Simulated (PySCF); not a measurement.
# Basis-set dependence of excited states

Species: CH2N2.
Geometry (PBE0-D3(BJ)/def2-SVP, Å), atoms numbered from 1 in this order:
```
atom  x, y, z in Å
N1     1.8506   -0.0310   -0.4906
C2     0.7150   -0.0120   -0.2452
N3    -0.6009    0.0098   -0.0213
H4    -0.9686    0.8670    0.3770
H5    -0.9961   -0.8337    0.3800
```

TDDFT with PBE0 (PySCF), vertical singlets, core orbitals frozen in the response, spherical d and f functions. Isolated species at its PBE0-D3(BJ)/def2-SVP geometry, gas phase.

| basis | functions | diffuse | S1 (eV) | S2 (eV) | S3 (eV) | S4 (eV) | S5 (eV) | LUMO (eV) | α (au) |
| --- | --- | --- | --- | --- | --- | --- | --- | --- | --- |
| 6-31G* | 46 | no | 6.56 | 7.54 | 8.32 | 9.11 | 9.45 | 1.22 | 18.9 |
| def2-SVP | 52 | no | 6.58 | 7.11 | 8.33 | 8.84 | 9.23 | 0.88 | 19.1 |
| 6-31+G* | 58 | yes | 6.18 | 6.56 | 7.88 | 8.10 | 8.12 | -0.42 | 23.1 |
| def2-SVPD | 76 | yes | 6.52 | 6.59 | 8.12 | 8.25 | 8.95 | 0.01 | 25.7 |
| aug-cc-pVDZ | 87 | yes | 6.03 | 6.45 | 7.55 | 7.69 | 7.95 | -0.70 | 26.6 |
| def2-TZVP | 105 | no | 6.52 | 6.64 | 8.16 | 8.29 | 8.74 | 0.14 | 23.5 |
| def2-TZVPD | 129 | yes | 6.23 | 6.49 | 7.86 | 8.03 | 8.37 | -0.40 | 26.7 |
| aug-cc-pVTZ | 184 | yes | 6.06 | 6.45 | 7.52 | 7.68 | 7.88 | -0.71 | 26.9 |

Compare the sets with the largest diffuse one.

States are compared by their number. Against the largest diffuse basis here (aug-cc-pVTZ, itself not a converged limit), sets without diffuse functions differ by up to 0.52 eV in S1 and 1.57 eV in S5; the smaller diffuse sets differ by up to 0.46 and 1.07 eV. State by state, the largest deviation of a set without diffuse functions is S1 0.52, S2 1.09, S3 0.80, S4 1.43, S5 1.57 eV. The same number needn't mean the same state in each row. Against aug-cc-pVTZ the polarisability deviates by -30% in 6-31G*, -29% in def2-SVP, -14% in 6-31+G*, -5% in def2-SVPD, -1% in aug-cc-pVDZ, -13% in def2-TZVP, -1% in def2-TZVPD. A single + in a Pople set puts diffuse functions on heavy atoms only.
